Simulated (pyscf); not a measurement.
Single points on ωB97X-D3(BJ)/def2-SVP structures (PySCF, gas phase).

### Question
How much does it cost (ΔH, 298 K, ωB97M-D3(BJ)/def2-TZVP) to split H₃Ge–GeH(GeH₃)–GeH₃ at its Ge–H bond into H₃Ge–Ge•(GeH₃)–GeH₃ + H•?

### Answer
Ge–H to H₃Ge–Ge•(GeH₃)–GeH₃ + H•: 328.3 kJ/mol. The 7 functionals that were run give +308.9 (M06-2X) to +329.1 kJ/mol (ωB97X-D3(BJ)/def2-TZVP). Other isomers of H₃Ge–Ge•(GeH₃)–GeH₃ were not searched in full and may lie lower. Elements up to Kr have no core potential and no relativistic terms here.
